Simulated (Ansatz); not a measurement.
A made-up structure of CH5Al2, doublet:

C1  (1.210, -1.497, 0.728)
Al2  (-0.070, 0.734, 0.412)
Al3  (-1.240, 1.027, -1.100)
H4  (-2.012, 2.315, -1.333)
H5  (-1.504, 0.011, -2.199)
H6  (0.055, 1.946, 1.443)
H7  (2.179, -1.655, 0.330)
H8  (0.803, -2.312, 1.270)
(Å)

It is relaxed with PBE-D4/def2-SVP and then PBE0-D4/def2-TZVP (Ansatz 0.2.0). Atoms count as bonded within 1.22 times the sum of their covalent radii (H–H: 0.88 Å). The end point is not checked to be a true minimum.

(1) Does its bonding change? (A judgement: the text doesn't fix the answer.)

Results:

(1) The calculation gives: Yes. Formed: C1–Al2; broken: none.

Where it ends: The first stage lowers the energy by 4.84 eV in 36 steps. It ends as CH₅Al₂ ([CH2][AlH][AlH2]):
```xyz
8
angstrom
C 0.9338 -1.2285 0.9927
Al 0.5103 0.5405 0.3354
Al -1.4390 0.9439 -1.3230
H -2.9239 1.2681 -0.8331
H -1.2366 0.8940 -2.9062
H 1.4325 1.7259 0.8782
H 1.7468 -1.4379 1.6879
H 0.3979 -2.1364 0.7182
```

Labels in which every atom is bracketed show which atoms are joined, not bond orders.

For scale, one of the runs: PBE0-D4/def2-TZVP relaxation, 135 basis functions, launched by `ansatz run in.yaml --threads 2 --pin off --events-out ev --progress --plain --max-ram 4352MiB`. Hardware: 2 CPU threads of an Arm Neoverse V2, shared host. Wall time about 47 s.
